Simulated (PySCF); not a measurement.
PySCF single point, B3LYP/6-31G*, density fitting, IEF-PCM implicit isobutanol (electrostatics alone), on nitrogen trifluoride, NF3 (SMILES FN(F)F), charge 0, multiplicity 1.

```python
from pyscf import gto, scf, dft
mol = gto.M(atom='''
F     -1.055215     0.985808     0.289073
N     -0.084075     0.231973    -0.289073
F      1.055215     0.695766     0.288951
F     -0.251334    -0.985808     0.289008
''', basis='6-31G*', charge=0, spin=0, verbose=3)
mf = dft.RKS(mol, xc='B3LYP')
mf = mf.density_fit()
mf = mf.PCM()
mf.with_solvent.method = 'IEF-PCM'
mf.with_solvent.eps = 17.93
mf.max_cycle = 100
e = mf.kernel()
print('converged', mf.converged)
print('E_total', e)
print('nao', mol.nao)
print('HOMO', mf.mo_energy[mf.mo_occ > 0].max())
mf.dip_moment()
```

The program's output:

```

WARN: PCM is an experimental feature. It is still in testing.
Features and APIs may be changed in the future.

converged SCF energy = -354.065545879346
converged True
E_total -354.06554587934556
nao 56
HOMO -0.335099654703475
Dipole moment(X, Y, Z, Debye): -0.00301, -0.00143,  0.02322
```

The total energy is -9634.61 eV, -0.01 eV from the same level's vacuum run.
